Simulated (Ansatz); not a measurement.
Anatase TiO2 (metastable phase)

Calculation: rVV10 (PAW; Ansatz, an electronic-structure program).

Settings: plane-wave cutoff 520 eV, 12×12×12 k mesh, Fermi–Dirac smearing 0.01 eV, no spin polarisation, scalar-relativistic PAW data made under PBE.

Cell: relaxed at this level.

For anatase TiO2 (metastable phase), the volume per atom comes out as 11.74 Å³/atom. The bulk modulus B0 comes out as 171 GPa. The lattice parameter a comes out as 3.814 Å and the lattice parameter c is 9.686 Å. The band gap comes out as 2.04 eV (indirect), the smallest direct gap on the k points sampled is 2.38 eV and the Γ–Γ gap comes out as 2.49 eV. The pressure derivative B′ of the bulk modulus comes out as 2.4.

Measured, for comparison: lattice constant a 3.784 Å, lattice parameter c 9.514 Å (room temperature, no zero-point or thermal correction; as tabulated in Horn, Schwerdtfeger, Meagher, Refinement of the structure of anatase at several …). Computed (rounded) less measured: lattice constant a +0.8 %, lattice parameter c +1.8 %.

Note: the bulk modulus comes from volumes at which shape and atoms were relaxed.

Static lattice: no zero-point or thermal effects.
